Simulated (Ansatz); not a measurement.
## Property card for Si

Theory: DFT LDA, scalar-relativistic, plane waves, PAW in Ansatz.

Cutoff 420 eV; k points 10×10×10 on the computed 4-atom cell (Γ-centred); Gaussian smearing, width 0.01 eV; no spin polarisation.

The structure is relaxed at this level of theory with its symmetry kept. This form isn't the element's structure at ambient conditions.

```cif
data_structure
_symmetry_space_group_name_H-M 'I4/mmm'
_symmetry_Int_Tables_number 139
_cell_length_a 6.6025
_cell_length_b 6.6025
_cell_length_c 3.8167
_cell_angle_alpha 90.000
_cell_angle_beta 90.000
_cell_angle_gamma 90.000
_cell_volume 166.38
loop_
_atom_site_label
_atom_site_type_symbol
_atom_site_symmetry_multiplicity
_atom_site_Wyckoff_symbol
_atom_site_fract_x
_atom_site_fract_y
_atom_site_fract_z
_atom_site_occupancy
Si1 Si 8 h 0.67884 0.67884 0.50000 1
```

```json
{
 "Space group": "I4/mmm (No. 139)",
 "Volume per atom": "20.80 Å³",
 "Formation energy from the elements' standard states (uncorrected)": "+0.113 eV/atom",
 "Kohn–Sham band gap": "0.10 eV, indirect from M to (0.154, 0.154, -0.154)",
 "Löwdin character of the top 1 eV of the valence band": "Si 3p 96 %",
 "Löwdin character of the lowest 1 eV of the conduction band": "Si 3p 57 %, Si 3s 30 %, unprojected 13 %",
 "Electron masses at the edge by Cartesian direction of the standard setting (m_e; degenerate bands sorted by energy; no spin-orbit coupling)": "x: 0.33; y: 0.33; z: 0.46",
 "Hole masses at the edge by Cartesian direction of the standard setting (m_e; degenerate bands sorted by energy; no spin-orbit coupling)": "x: 0.36, 0.14; y: 0.36, 0.14; z: 0.68, 0.68",
 "Bulk modulus": "88 GPa",
 "Its pressure derivative": "4.0",
 "Electronic dielectric constant xx, yy, zz of the standard setting (independent particles)": "14.5, 14.5, 12.9",
 "Bader charges (e)": "Si (4 in the cell) 0.00"
}
```